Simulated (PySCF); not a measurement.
CHF3. Atoms are numbered in the order given.

```xyz
5

F      1.0877     0.6280    -0.1284
C      0.0000     0.0000     0.3394
F      0.0000    -1.2559    -0.1284
F     -1.0877     0.6280    -0.1284
H      0.0000     0.0000     1.4297
```
Charge 0, spin multiplicity 1.

The structure is a stationary point at B3LYP-D3(BJ)/def2-TZVP.

Level of theory: PySCF with ωB97X/def2-TZVPD.

Mulliken values depend strongly on the basis, most of all with diffuse functions as here. ESP charges are fitted to the potential on shells at 1.4 to 2.0 van der Waals radii. Atomic charges (e):

| atom | Mulliken | meta-Löwdin | ESP fit |
|---|---|---|---|
| F1 | -0.21 | -0.27 | … |
| C2 | 0.54 | 0.71 | … |
| F3 | -0.21 | -0.27 | … |
| F4 | -0.21 | -0.27 | … |
| H5 | 0.09 | 0.11 | … |

Question: Fill in the missing entries. (An estimate is asked for; the answer gives what the named calculation found.)

Answer: 
- F1, ESP fit: -0.16
- C2, ESP fit: 0.36
- F3, ESP fit: -0.16
- F4, ESP fit: -0.16
- H5, ESP fit: 0.12
